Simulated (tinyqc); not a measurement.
Inside a calculation (part 2 of 2). Method: UKS/LDA (PW92) in the sto-3g basis, for OH+, spin multiplicity 3. Computed by tinyqc, a small Python program that keeps every step (integrals from PySCF). Command: `OMP_NUM_THREADS=1 python tinyqc.py 28773 28774 out.jsonl` (the two numbers bound the seeds that draw the settings). One thread of a shared host (Intel(R) Xeon(R) Processor @ 2.60GHz), about 1 s of CPU time with the checks.

Geometry (angstrom):
```
atom         x         y         z
O     0.000000  0.000000  0.000000
H     0.000000  0.000000  1.401000
```

## Iteration 2: diagonalisation and new density

F(alpha) (hartree), order 1O 1s, 1O 2s, 1O 2px, 1O 2py, 1O 2pz, 2H 1s:
$$\begin{pmatrix}
-19.583178 & -5.057922 & 0.000000 & 0.000000 & -0.001365 & -0.413873 \\
-5.057922 & -2.825608 & 0.000000 & 0.000000 & -0.004600 & -0.487600 \\
0.000000 & 0.000000 & -1.038997 & 0.000000 & 0.000000 & 0.000000 \\
0.000000 & 0.000000 & 0.000000 & -1.038997 & 0.000000 & 0.000000 \\
-0.001365 & -0.004600 & 0.000000 & 0.000000 & -1.027527 & -0.302353 \\
-0.413873 & -0.487600 & 0.000000 & 0.000000 & -0.302353 & -0.466317
\end{pmatrix}$$

F(beta) (hartree), order 1O 1s, 1O 2s, 1O 2px, 1O 2py, 1O 2pz, 2H 1s:
$$\begin{pmatrix}
-19.544940 & -5.028817 & 0.000000 & 0.000000 & -0.001187 & -0.411630 \\
-5.028817 & -2.681091 & 0.000000 & 0.000000 & -0.004801 & -0.471273 \\
0.000000 & 0.000000 & -0.869231 & 0.000000 & 0.000000 & 0.000000 \\
0.000000 & 0.000000 & 0.000000 & -0.869231 & 0.000000 & 0.000000 \\
-0.001187 & -0.004801 & 0.000000 & 0.000000 & -0.932401 & -0.295973 \\
-0.411630 & -0.471273 & 0.000000 & 0.000000 & -0.295973 & -0.477961
\end{pmatrix}$$

X, order 1O 1s, 1O 2s, 1O 2px, 1O 2py, 1O 2pz, 2H 1s:
$$\begin{pmatrix}
-0.452343 & 0.671645 & 0.000000 & 0.000000 & -0.540091 & 0.337123 \\
0.770896 & -0.397194 & 0.000000 & 0.000000 & -0.335261 & 0.512738 \\
0.000000 & 0.000000 & 0.299579 & 0.954071 & 0.000000 & 0.000000 \\
0.000000 & 0.000000 & 0.954071 & -0.299579 & 0.000000 & 0.000000 \\
0.467694 & 0.629661 & 0.000000 & 0.000000 & 0.595957 & 0.297950 \\
-0.757031 & -0.416786 & 0.000000 & 0.000000 & 0.349497 & 0.504763
\end{pmatrix}$$

Diagonalise F' = X^T F X, C = X C', fill 5 alpha and 3 beta electrons from the bottom; D(s) = C_occ C_occ^T. Each column has its largest component positive (the first on a tie).

F' = X^T F X (alpha) (hartree):
$$\begin{pmatrix}
-2.153681 & 3.181619 & 0.000000 & 0.000000 & -3.150798 & 1.957371 \\
3.181619 & -6.839515 & 0.000000 & 0.000000 & 6.283532 & -4.958192 \\
0.000000 & 0.000000 & -1.038997 & 0.000000 & 0.000000 & 0.000000 \\
0.000000 & 0.000000 & 0.000000 & -1.038997 & 0.000000 & 0.000000 \\
-3.150798 & 6.283532 & 0.000000 & 0.000000 & -8.136285 & 5.694753 \\
1.957371 & -4.958192 & 0.000000 & 0.000000 & 5.694753 & -5.413003
\end{pmatrix}$$

orbital energies (alpha) (hartree): MO1 -19.593946, MO2 -1.608637, MO3 -1.038997, MO4 -1.038997, MO5 -1.034171, MO6 -0.305730

coefficients C (alpha), order 1O 1s, 1O 2s, 1O 2px, 1O 2py, 1O 2pz, 2H 1s:
$$\begin{pmatrix}
0.993661 & -0.267475 & 0.000000 & 0.000000 & 0.006568 & 0.046072 \\
0.025826 & 1.027432 & 0.000000 & 0.000000 & -0.033897 & -0.264409 \\
0.000000 & 0.000000 & 0.067872 & 0.997694 & 0.000000 & 0.000000 \\
0.000000 & 0.000000 & 0.997694 & -0.067872 & 0.000000 & 0.000000 \\
0.000937 & 0.006820 & 0.000000 & 0.000000 & 0.972085 & -0.337864 \\
-0.003797 & 0.005962 & 0.000000 & 0.000000 & 0.101488 & 1.055173
\end{pmatrix}$$

F' = X^T F X (beta) (hartree):
$$\begin{pmatrix}
-2.088395 & 3.164996 & 0.000000 & 0.000000 & -3.149800 & 2.026090 \\
3.164996 & -6.778251 & 0.000000 & 0.000000 & 6.326954 & -4.957594 \\
0.000000 & 0.000000 & -0.869231 & 0.000000 & 0.000000 & 0.000000 \\
0.000000 & 0.000000 & 0.000000 & -0.869231 & 0.000000 & 0.000000 \\
-3.149800 & 6.326954 & 0.000000 & 0.000000 & -8.068033 & 5.668800 \\
2.026090 & -4.957594 & 0.000000 & 0.000000 & 5.668800 & -5.344016
\end{pmatrix}$$

orbital energies (beta) (hartree): MO1 -19.554652, MO2 -1.469464, MO3 -0.944120, MO4 -0.869231, MO5 -0.869231, MO6 -0.310460

coefficients C (beta), order 1O 1s, 1O 2s, 1O 2px, 1O 2py, 1O 2pz, 2H 1s:
$$\begin{pmatrix}
0.994012 & -0.265348 & 0.010122 & 0.000000 & 0.000000 & 0.049987 \\
0.024455 & 1.022634 & -0.051237 & 0.000000 & 0.000000 & -0.279893 \\
0.000000 & 0.000000 & 0.000000 & 0.437344 & 0.899295 & 0.000000 \\
0.000000 & 0.000000 & 0.000000 & 0.899295 & -0.437344 & 0.000000 \\
0.000875 & 0.006687 & 0.957458 & 0.000000 & 0.000000 & -0.377331 \\
-0.003581 & 0.024383 & 0.144328 & 0.000000 & 0.000000 & 1.049906
\end{pmatrix}$$

D(alpha) after iteration 2, order 1O 1s, 1O 2s, 1O 2px, 1O 2py, 1O 2pz, 2H 1s:
$$\begin{pmatrix}
1.058948 & -0.249373 & 0.000000 & 0.000000 & 0.005491 & -0.004701 \\
-0.249373 & 1.057431 & 0.000000 & 0.000000 & -0.025919 & 0.002588 \\
0.000000 & 0.000000 & 1.000000 & 0.000000 & 0.000000 & 0.000000 \\
0.000000 & 0.000000 & 0.000000 & 1.000000 & 0.000000 & 0.000000 \\
0.005491 & -0.025919 & 0.000000 & 0.000000 & 0.944997 & 0.098692 \\
-0.004701 & 0.002588 & 0.000000 & 0.000000 & 0.098692 & 0.010350
\end{pmatrix}$$

D(beta) after iteration 2, order 1O 1s, 1O 2s, 1O 2px, 1O 2py, 1O 2pz, 2H 1s:
$$\begin{pmatrix}
1.058572 & -0.247564 & 0.000000 & 0.000000 & 0.008787 & -0.008569 \\
-0.247564 & 1.049003 & 0.000000 & 0.000000 & -0.042197 & 0.017452 \\
0.000000 & 0.000000 & 0.000000 & 0.000000 & 0.000000 & 0.000000 \\
0.000000 & 0.000000 & 0.000000 & 0.000000 & 0.000000 & 0.000000 \\
0.008787 & -0.042197 & 0.000000 & 0.000000 & 0.916770 & 0.138348 \\
-0.008569 & 0.017452 & 0.000000 & 0.000000 & 0.138348 & 0.021438
\end{pmatrix}$$

Within a degenerate level the vectors are fixed only up to a rotation; this is one choice.

## Convergence

Stop when the energy changes by less than 1e-10 hartree and every element of the error matrix X^T (F D S - S D F) X (for each spin) is below 3e-06.

Course of the cycle:
```
iteration   E (hartree)     change  largest element of the error matrix
1          -73.55265849          -                             1.41e-01
2          -73.48225573   7.04e-02                             2.06e-01
3          -73.56160741  -7.94e-02                             1.10e-01
4          -73.42226961   1.39e-01                             2.28e-01
5          -73.54706570  -1.25e-01                             1.16e-01
6          -73.41149358   1.36e-01                             2.32e-01
7          -73.54489811  -1.33e-01                             1.17e-01
8          -73.41023886   1.35e-01                             2.32e-01
9          -73.54465043  -1.34e-01                             1.17e-01
10         -73.41010072   1.35e-01                             2.32e-01
11         -73.54462318  -1.35e-01                             1.17e-01
12         -73.41008555   1.35e-01                             2.32e-01
13         -73.54462019  -1.35e-01                             1.17e-01
14         -73.41008389   1.35e-01                             2.32e-01
...                 ...        ...                                  ...
68         -73.41008368   1.35e-01                             2.32e-01
69         -73.54461982  -1.35e-01                             1.17e-01
70         -73.41008368   1.35e-01                             2.32e-01
71         -73.54461982  -1.35e-01                             1.17e-01
72         -73.41008368   1.35e-01                             2.32e-01
73         -73.54461982  -1.35e-01                             1.17e-01
74         -73.41008368   1.35e-01                             2.32e-01
75         -73.54461982  -1.35e-01                             1.17e-01
76         -73.41008368   1.35e-01                             2.32e-01
77         -73.54461982  -1.35e-01                             1.17e-01
78         -73.41008368   1.35e-01                             2.32e-01
79         -73.54461982  -1.35e-01                             1.17e-01
80         -73.41008368   1.35e-01                             2.32e-01
81         -73.54461982  -1.35e-01                             1.17e-01
```

PySCF UKS in the same basis, fine grid, after a stability check = -73.68733839 hartree

Not converged within the cap of 81 iterations: the residual has stopped falling: the iteration swings between two states. Reruns (cap 100 unless said): DIIS 8: converged in 8; damping 0.5: converged in 32; level shift 0.5: converged in 30; atomic densities as start, DIIS 8: converged in 9; the original settings with a cap of 400: not converged.
